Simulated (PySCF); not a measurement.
Basis-set dependence of excited states

Compound: F2.
SMILES: `FF`

TDDFT with PBE0 (PySCF), vertical singlets, core orbitals frozen in the response, spherical d and f functions. Geometry: PBE0-D3(BJ)/def2-SVP; no solvent, vibrations or thermal averaging.

**Question.** How do the low singlets change with the basis? Take 6-31G*, def2-SVP, 6-31+G*, def2-SVPD, aug-cc-pVDZ, def2-TZVP, def2-TZVPD and aug-cc-pVTZ.

**Answer.** 

```
      basis  functions  diffuse  S1 (eV)  S2 (eV)  S3 (eV)  S4 (eV)  S5 (eV)  LUMO (eV)  α (au)
     6-31G*         28       no     4.93     4.93     8.86     8.86    15.85      -2.59     5.0
   def2-SVP         28       no     4.97     4.97     8.88     8.88    15.83      -2.87     4.4
    6-31+G*         36      yes     4.80     4.80     8.73     8.73    13.37      -3.53     6.6
  def2-SVPD         46      yes     4.87     4.87     8.78     8.78    13.07      -3.61     8.1
aug-cc-pVDZ         46      yes     4.79     4.79     8.72     8.72    13.05      -3.52     7.4
  def2-TZVP         62       no     4.91     4.91     8.85     8.85    14.93      -3.24     5.9
 def2-TZVPD         80      yes     4.89     4.89     8.82     8.82    12.18      -3.37     8.3
aug-cc-pVTZ         92      yes     4.89     4.89     8.84     8.84    12.48      -3.37     8.0
```

States are compared by their number. Against the largest diffuse basis here (aug-cc-pVTZ, itself not a converged limit), sets without diffuse functions differ by up to 0.08 eV in S1 and 3.37 eV in S5; the smaller diffuse sets differ by up to 0.10 and 0.89 eV. State by state, the largest deviation of a set without diffuse functions is S1 0.08, S2 0.08, S3 0.04, S4 0.04, S5 3.37 eV. The same number needn't mean the same state in each row. Against aug-cc-pVTZ the polarisability deviates by -38% in 6-31G*, -45% in def2-SVP, -18% in 6-31+G*, +1% in def2-SVPD, -8% in aug-cc-pVDZ, -27% in def2-TZVP, +3% in def2-TZVPD.
